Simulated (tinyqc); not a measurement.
Worked calculation (part 2 of 2): CIS on RHF in the sto-3g basis, for BH2+, spin multiplicity 1. Computed by tinyqc, a small Python program that keeps every step (integrals from PySCF). Command: `OMP_NUM_THREADS=1 python tinyqc.py 28480 28481 out.jsonl` (the two numbers bound the seeds that draw the settings). One thread of a shared host (Intel(R) Xeon(R) Processor @ 2.60GHz), about 0.07 s of CPU time with the checks.

Geometry (angstrom):

| atom | x | y | z |
|---|---|---|---|
| B | 0.000000 | 0.000000 | 0.000000 |
| H | 0.000000 | 1.359000 | 0.455000 |
| H | 0.000000 | -1.359000 | 0.455000 |

## Integrals over molecular orbitals

coefficients C:
```
              MO1        MO2        MO3        MO4       MO5        MO6        MO7
1B 1s    0.992450  -0.241528   0.000000   0.118325  0.000000  -0.177750   0.000000
1B 2s    0.028160   0.738079   0.000000  -0.485707  0.000000   0.824589   0.000000
1B 2px   0.000000   0.000000   0.000000   0.000000  1.000000   0.000000   0.000000
1B 2py   0.000000   0.000000   0.579481   0.000000  0.000000   0.000000   1.041704
1B 2pz   0.000373   0.065847   0.000000   0.832585  0.000000   0.588322   0.000000
2H 1s   -0.004369   0.293970   0.401492   0.277485  0.000000  -0.718336  -0.757074
3H 1s   -0.004369   0.293970  -0.401492   0.277485  0.000000  -0.718336   0.757074
```

core Hamiltonian H = T + V (hartree):
```
             1B 1s      1B 2s     1B 2px     1B 2py     1B 2pz      2H 1s      3H 1s
1B 1s   -13.059570  -3.386224   0.000000   0.000000  -0.008135  -0.489480  -0.489480
1B 2s    -3.386224  -4.141060   0.000000   0.000000  -0.077530  -1.294817  -1.294817
1B 2px    0.000000   0.000000  -3.289863   0.000000   0.000000   0.000000   0.000000
1B 2py    0.000000   0.000000   0.000000  -3.440339   0.000000  -1.201953   1.201953
1B 2pz   -0.008135  -0.077530   0.000000   0.000000  -3.306730  -0.411768  -0.411768
2H 1s    -0.489480  -1.294817   0.000000  -1.201953  -0.411768  -2.497550  -0.132994
3H 1s    -0.489480  -1.294817   0.000000   1.201953  -0.411768  -0.132994  -2.497550
```

Given earlier and not repeated: Two-electron integrals (ij|kl) in chemists' order.

(pq|rs) = sum C_ip C_jq C_kr C_ls (ij|kl), one index at a time.

one-electron integrals over orbitals h = C^T H C (hartree):
```
            1          2          3          4          5          6          7
1  -13.046657   0.293367   0.000000  -0.151044   0.000000   0.191347   0.000000
2    0.293367  -3.303325   0.000000   0.165078   0.000000  -0.492969   0.000000
3    0.000000   0.000000  -3.036147   0.000000   0.000000   0.000000  -0.590079
4   -0.151044   0.165078   0.000000  -3.153520   0.000000  -0.297499   0.000000
5    0.000000   0.000000   0.000000   0.000000  -3.289863   0.000000   0.000000
6    0.191347  -0.492969   0.000000  -0.297499   0.000000  -2.654565   0.000000
7    0.000000   0.000000  -0.590079   0.000000   0.000000   0.000000  -2.652150
```

Two-electron integrals over orbitals (pq|rs), unique and non-zero (hartree):
```
(11|11) 2.892110    (21|11) -0.262741   (21|21) 0.037825    (22|11) 0.615141
(22|21) -0.009439   (22|22) 0.451176    (31|31) 0.008380    (32|31) 0.013774
(32|32) 0.136180    (33|11) 0.530942    (33|21) -0.003707   (33|22) 0.440282
(33|33) 0.458387    (41|11) 0.127108    (41|21) -0.016967   (41|22) 0.009495
(41|33) 0.004483    (41|41) 0.024309    (42|11) -0.088587   (42|21) 0.005600
(42|22) 0.002547    (42|33) 0.011658    (42|41) 0.014498    (42|42) 0.076651
(43|31) -0.001582   (43|32) 0.030733    (43|43) 0.033927    (44|11) 0.690563
(44|21) -0.010647   (44|22) 0.442883    (44|33) 0.414425    (44|41) -0.010325
(44|42) -0.077906   (44|44) 0.554922    (51|51) 0.021634    (52|51) 0.022504
(52|52) 0.077417    (53|53) 0.017551    (54|51) -0.010482   (54|52) -0.030324
(54|54) 0.038664    (55|11) 0.742016    (55|21) -0.009701   (55|22) 0.467733
(55|33) 0.421186    (55|41) 0.004385    (55|42) -0.046455   (55|44) 0.498586
(55|55) 0.586773    (61|11) -0.187116   (61|21) 0.028228    (61|22) -0.003673
(61|33) -0.001173   (61|41) -0.003068   (61|42) 0.013380    (61|44) -0.015155
(61|55) -0.005679   (61|61) 0.026627    (62|11) 0.192462    (62|21) -0.006541
(62|22) 0.050944    (62|33) 0.009175    (62|41) 0.012983    (62|42) -0.003377
(62|44) 0.054931    (62|55) 0.100893    (62|61) 0.001221    (62|62) 0.086719
(63|31) 0.001079    (63|32) -0.066978   (63|43) -0.031974   (63|63) 0.079838
(64|11) 0.100058    (64|21) -0.000454   (64|22) 0.028532    (64|33) 0.000949
(64|41) 0.005978    (64|42) -0.004254   (64|44) 0.045415    (64|55) 0.051061
(64|61) 0.003283    (64|62) 0.055423    (64|64) 0.042668    (65|51) 0.015546
(65|52) 0.048832    (65|54) -0.007808   (65|65) 0.038952    (66|11) 0.569629
(66|21) -0.006979   (66|22) 0.444693    (66|33) 0.442218    (66|41) 0.018929
(66|42) 0.049858    (66|44) 0.399343    (66|55) 0.427973    (66|61) 0.004426
(66|62) 0.033290    (66|64) 0.018363    (66|66) 0.491448    (71|31) 0.012870
(71|32) 0.019441    (71|43) -0.002646   (71|63) 0.001633    (71|71) 0.019830
(72|31) 0.008695    (72|32) -0.006107   (72|43) -0.030566   (72|63) 0.049742
(72|71) 0.012637    (72|72) 0.054566    (73|11) 0.228877    (73|21) -0.005703
(73|22) 0.055980    (73|33) 0.027129    (73|41) 0.000428    (73|42) -0.050907
(73|44) 0.099110    (73|55) 0.116496    (73|61) -0.005158   (73|62) 0.074112
(73|64) 0.047973    (73|66) 0.002141    (73|73) 0.110657    (74|31) -0.007256
(74|32) -0.067455   (74|43) -0.003493   (74|63) 0.045569    (74|71) -0.010730
(74|72) 0.006258    (74|74) 0.053375    (75|53) 0.016684    (75|75) 0.018768
(76|31) 0.009361    (76|32) 0.115728    (76|43) 0.045320    (76|63) -0.081805
(76|71) 0.013389    (76|72) -0.035279   (76|74) -0.058972   (76|76) 0.127090
(77|11) 0.629317    (77|21) -0.008613   (77|22) 0.449241    (77|33) 0.463408
(77|41) 0.003751    (77|42) -0.004116   (77|44) 0.446981    (77|55) 0.448015
(77|61) -0.005884   (77|62) 0.013503    (77|64) 0.001739    (77|66) 0.456829
(77|73) 0.038640    (77|77) 0.494371
```

## CIS matrix, singlets

orbital energies (hartree): MO1 -7.908587, MO2 -0.915310, MO3 -0.779874, MO4 -0.192665, MO5 -0.144596, MO6 0.065329, MO7 0.246727

A(ia,jb) = (e_a - e_i) d_ij d_ab + 2 (ia|jb) - (ij|ab).

CIS matrix A, singlet (hartree):
```
           1>4       1>5        1>6        1>7        2>4       2>5        2>6        2>7
1>4   7.073977  0.000000  -0.106194   0.000000   0.039642  0.000000   0.026420   0.000000
1>5   0.000000  7.065243   0.000000   0.000000   0.000000  0.054709   0.000000   0.000000
1>6  -0.106194  0.000000   7.457541   0.000000   0.027215  0.000000   0.009421   0.000000
1>7   0.000000  0.000000   0.000000   7.565658   0.000000  0.000000   0.000000   0.033887
2>4   0.039642  0.000000   0.027215   0.000000   0.433064  0.000000  -0.035287   0.000000
2>5   0.000000  0.054709   0.000000   0.000000   0.000000  0.457815   0.000000   0.000000
2>6   0.026420  0.000000   0.009421   0.000000  -0.035287  0.000000   0.709384   0.000000
2>7   0.000000  0.000000   0.000000   0.033887   0.000000  0.000000   0.000000   0.821928
3>4   0.000000  0.000000   0.000000   0.001964   0.000000  0.000000   0.000000   0.006322
3>5   0.000000  0.000000   0.000000   0.000000   0.000000  0.000000   0.000000   0.000000
3>6   0.000000  0.000000   0.000000  -0.006096   0.000000  0.000000   0.000000  -0.016245
3>7   0.008112  0.000000  -0.019677   0.000000  -0.034360  0.000000   0.032495   0.000000

           3>4       3>5        3>6        3>7
1>4   0.000000  0.000000   0.000000   0.008112
1>5   0.000000  0.000000   0.000000   0.000000
1>6   0.000000  0.000000   0.000000  -0.019677
1>7   0.001964  0.000000  -0.006096   0.000000
2>4   0.000000  0.000000   0.000000  -0.034360
2>5   0.000000  0.000000   0.000000   0.000000
2>6   0.000000  0.000000   0.000000   0.032495
2>7   0.006322  0.000000  -0.016245   0.000000
3>4   0.240638  0.000000  -0.064898   0.000000
3>5   0.000000  0.249194   0.000000   0.000000
3>6  -0.064898  0.000000   0.562662   0.000000
3>7   0.000000  0.000000   0.000000   0.784507
```

## CIS singlet states

dipole integrals <i|r|a> (bohr):
```
            x          y          z
1>4  0.000000   0.000000   0.100306
1>5  0.118025   0.000000   0.000000
1>6  0.000000   0.000000   0.063246
1>7  0.000000   0.102550   0.000000
2>4  0.000000   0.000000   0.879252
2>5  0.843230   0.000000   0.000000
2>6  0.000000   0.000000   0.061892
2>7  0.000000  -0.540432   0.000000
3>4  0.000000   0.478139   0.000000
3>5  0.000000   0.000000   0.000000
3>6  0.000000  -1.263463   0.000000
3>7  0.000000   0.000000  -0.512941
```

Diagonalise A (1 hartree = 27.211386 eV); each vector has its largest component positive (the first on a tie). The transition dipole is mu = sqrt2 sum c_ia <i|r|a>.

singlet excitation energies (eV): 6.205141  6.780919  11.583822  12.445456  15.620959  19.013873  21.822811  22.393798  191.757830  192.267395  203.679554  205.876848

lowest vectors:
```
       state 1   state 2    state 3    state 4    state 5    state 6
1>4   0.000000  0.000000  -0.006520   0.000000   0.000000  -0.002914
1>5   0.000000  0.000000   0.000000  -0.008279   0.000000   0.000000
1>6   0.000000  0.000000  -0.003846   0.000000   0.000000  -0.002138
1>7  -0.000081  0.000000   0.000000   0.000000   0.000573   0.000000
2>4   0.000000  0.000000   0.989840   0.000000   0.000000  -0.074086
2>5   0.000000  0.000000   0.000000   0.999966   0.000000   0.000000
2>6   0.000000  0.000000   0.114192   0.000000   0.000000   0.922274
2>7  -0.005245  0.000000   0.000000   0.000000   0.068945   0.000000
3>4   0.981742  0.000000   0.000000   0.000000  -0.189339   0.000000
3>5   0.000000  1.000000   0.000000   0.000000   0.000000   0.000000
3>6   0.190144  0.000000   0.000000   0.000000   0.979488   0.000000
3>7   0.000000  0.000000   0.084382   0.000000   0.000000  -0.379353
```

oscillator strengths 2/3 w |mu|^2: 0.016364  0.000000  0.394043  0.432567  1.426719  0.032266

## CIS matrix, triplets

A(ia,jb) = (e_a - e_i) d_ij d_ab - (ij|ab).

CIS matrix A, triplet (hartree):
```
           1>4       1>5        1>6        1>7        2>4       2>5        2>6        2>7
1>4   7.025359  0.000000  -0.100058   0.000000   0.010647  0.000000   0.000454   0.000000
1>5   0.000000  7.021975   0.000000   0.000000   0.000000  0.009701   0.000000   0.000000
1>6  -0.100058  0.000000   7.404287   0.000000   0.000454  0.000000   0.006979   0.000000
1>7   0.000000  0.000000   0.000000   7.525998   0.000000  0.000000   0.000000   0.008613
2>4   0.010647  0.000000   0.000454   0.000000   0.279762  0.000000  -0.028532   0.000000
2>5   0.000000  0.009701   0.000000   0.000000   0.000000  0.302980   0.000000   0.000000
2>6   0.000454  0.000000   0.006979   0.000000  -0.028532  0.000000   0.535946   0.000000
2>7   0.000000  0.000000   0.000000   0.008613   0.000000  0.000000   0.000000   0.712796
3>4   0.000000  0.000000   0.000000   0.007256   0.000000  0.000000   0.000000   0.067455
3>5   0.000000  0.000000   0.000000   0.000000   0.000000  0.000000   0.000000   0.000000
3>6   0.000000  0.000000   0.000000  -0.009361   0.000000  0.000000   0.000000  -0.115728
3>7   0.007256  0.000000  -0.009361   0.000000   0.067455  0.000000  -0.115728   0.000000

           3>4       3>5        3>6        3>7
1>4   0.000000  0.000000   0.000000   0.007256
1>5   0.000000  0.000000   0.000000   0.000000
1>6   0.000000  0.000000   0.000000  -0.009361
1>7   0.007256  0.000000  -0.009361   0.000000
2>4   0.000000  0.000000   0.000000   0.067455
2>5   0.000000  0.000000   0.000000   0.000000
2>6   0.000000  0.000000   0.000000  -0.115728
2>7   0.067455  0.000000  -0.115728   0.000000
3>4   0.172784  0.000000  -0.000949   0.000000
3>5   0.000000  0.214092   0.000000   0.000000
3>6  -0.000949  0.000000   0.402985   0.000000
3>7   0.000000  0.000000   0.000000   0.563193
```

## CIS triplet states

Diagonalise A (1 hartree = 27.211386 eV); each vector has its largest component positive (the first on a tie).

triplet excitation energies (eV): 4.453773  5.825730  7.197159  8.244129  9.974417  11.868264  18.455160  20.634607  190.495527  191.078048  202.156383  204.793671

lowest vectors:
```
       state 1   state 2    state 3    state 4   state 5    state 6
1>4   0.000000  0.000000  -0.001311   0.000000  0.000000  -0.000956
1>5   0.000000  0.000000   0.000000  -0.001444  0.000000   0.000000
1>6   0.000000  0.000000  -0.000374   0.000000  0.000000   0.000055
1>7  -0.000895  0.000000   0.000000   0.000000  0.000782   0.000000
2>4   0.000000  0.000000   0.976243   0.000000  0.000000   0.131236
2>5   0.000000  0.000000   0.000000   0.999999  0.000000   0.000000
2>6   0.000000  0.000000   0.010355   0.000000  0.000000   0.766537
2>7  -0.134355  0.000000   0.000000   0.000000  0.298000   0.000000
3>4   0.989048  0.000000   0.000000   0.000000  0.099117   0.000000
3>5   0.000000  1.000000   0.000000   0.000000  0.000000   0.000000
3>6  -0.061084  0.000000   0.000000   0.000000  0.949406   0.000000
3>7   0.000000  0.000000  -0.216428   0.000000  0.000000   0.628647
```
